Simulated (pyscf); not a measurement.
Thermochemistry of product channels of F–GeH₂–F (SMILES [F][GeH2][F]) + NH₃ (SMILES N) on the singlet surface, in kcal/mol, from ωB97M-D3(BJ)/def2-TZVP energies (ideal gas, 1 atm, RRHO with modes under 100 cm⁻¹ raised to 100, one conformer, R ln 2 for chiral ones without a mode under 150 cm⁻¹). PySCF, gas phase, ωB97X-D3(BJ)/def2-SVP geometries.

```json
[
 {"products": "H₂N–GeH(F)–F (SMILES [NH2][GeH]([F])[F]) + H₂ (SMILES [H][H])", "ΔE": "[?]", "ΔH(298 K)": "-4.5", "ΔG(298 K)": "-3.3", "ΔG(600 K)": "-2.6"},
 {"products": "HF (SMILES F) + H₂N–GeH₂–F (SMILES [NH2][GeH2][F])", "ΔE": "+12.5", "ΔH(298 K)": "+11.7", "ΔG(298 K)": "+11.8", "ΔG(600 K)": "+11.6"}
]
```

**Question.** Complete the blanks.

**Answer.** 
- H₂N–GeH(F)–F (SMILES [NH2][GeH]([F])[F]) + H₂ (SMILES [H][H]), ΔE: -1.2

These are energies of the channels, which say nothing of barriers. Elements up to Kr have no core potential and no relativistic terms here.
